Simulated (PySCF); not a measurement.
A search over the determinants of S₂

Unrestricted PBE0; PySCF, no relativity, basis sets S aug-pcseg-1. Outer shells of the fragments: S 3s2 3p4; S 3s2 3p4.

Followed along the bond (rough minima from three points):

```csv
2Ms+1,unpaired,⟨S²⟩ at the start,R at minimum (Å),Te (eV)
3,π ↑↑,2.01,1.91,0.00
1,π ↑↓,1.01,1.91,0.24
1,none,0.00,1.92,1.06
5,"σ ↑, π ↑↑↑",6.01,none in the scan,≤ 4.71
```

Solutions found at the starting distance of 1.970 Å, counted from the lowest of them; the search is not exhaustive and high or unbound solutions are not listed, so other states can lie among these:

```json
{"2Ms+1": "3", "unpaired": "π ↑↑", "term": "³Σ⁻", "E (eV)": "0.00", "⟨S²⟩": "2.01", "⟨Lz²⟩": "0.00"}
{"2Ms+1": "1", "unpaired": "π ↑↓", "term": "mixed", "E (eV)": "0.24", "⟨S²⟩": "1.01", "⟨Lz²⟩": "2.02"}
{"2Ms+1": "1", "unpaired": "none", "term": "mixed", "E (eV)": "1.06", "⟨S²⟩": "0.00", "⟨Lz²⟩": "2.00"}
{"2Ms+1": "3", "unpaired": "π ↑↑", "term": "mixed", "E (eV)": "2.94", "⟨S²⟩": "2.01", "⟨Lz²⟩": "2.02"}
{"2Ms+1": "3", "unpaired": "σ ↑, π ↑", "term": "³Π", "E (eV)": "4.46", "⟨S²⟩": "2.01", "⟨Lz²⟩": "1.01"}
{"2Ms+1": "3", "unpaired": "σ ↑, π ↑", "term": "³Π", "E (eV)": "4.49", "⟨S²⟩": "2.01", "⟨Lz²⟩": "1.01"}
```

A term symbol is given only where ⟨S²⟩ and ⟨Lz²⟩ are close to those of a pure state; real π, δ and φ orbitals otherwise mix terms, and g/u labels are left off.

The measured ground state is X ³Σg- (Huber and Herzberg, Constants of Diatomic Molecules (1979)).

Counting both spins, an empty level lies below a filled one in some of these solutions, because spin and occupation are held.
